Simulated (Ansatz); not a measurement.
Geometry optimisation, RKS PBE0-D4/cc-pVDZ in Ansatz 0.2.0.

Input file:

```yaml
crystal:
  periodic: [false, false, false]
  atoms:
    - { symbol: "N", position_ang: [0.0384, -0.0037, -0.8523] }
    - { symbol: H, position_ang: [-0.6009, -0.7346, -1.1861] }
    - { symbol: H, position_ang: [0.9962, -0.2242, -1.1507] }
    - { symbol: H, position_ang: [-0.0001, 0.0401, 0.2086] }
    - { symbol: H, position_ang: [-0.2431, 0.9027, -1.2449] }
    - { symbol: H, position_ang: [-0.122, -0.0501, 2.5078] }
    - { symbol: H, position_ang: [-0.0684, 0.0698, 1.7176] }
total_charge: 1
basis:
  gaussian: { orbitals: cc-pVDZ }
hamiltonian:
  xc: pbe0
  dispersion: d4
relax:
  f_tol: 0.02
  max_steps: 40
```

Run as:

```bash
$ ansatz run input.yaml --threads 1 --pin off --max-ram 2048MiB --backend cpu --events-out ev --progress --plain --runs-dir out
```

Question: Where does it end, and by what steps?

Answer: The forces met the threshold. The force dipped under the threshold on the way, but the program's further checks kept it going. Limits of this set-up: the dipole of an ion depends on the origin. After 10 steps the energy has fallen by 0.189 eV; H6 moved furthest, 0.53 Å.

```tsv
step	energy less start (eV)	largest force component (eV/Å)	accepted
0	0.0000	1.432	yes
1	-0.0734	0.474	yes
2	-0.0786	0.387	yes
3	-0.0940	0.138	yes
4	-0.1191	0.162	yes
5	-0.1512	0.343	yes
6	-0.1811	0.110	yes
7	-0.1839	0.314	yes
8	-0.1886	0.013	yes
9	-0.1885	0.041	no
10	-0.1887	0.010	yes
```

```xyz
7
Properties=species:S:1:pos:R:3
N 0.033 -0.024 -0.817
H -0.602 -0.751 -1.168
H 0.994 -0.238 -1.115
H -0.012 0.008 0.219
H -0.247 0.887 -1.202
H -0.141 -0.319 2.052
H -0.025 0.436 2.032
```

Run time: 7.3 s on 1 thread of Arm Neoverse V1 (shared host), peak memory 0.08 GiB.
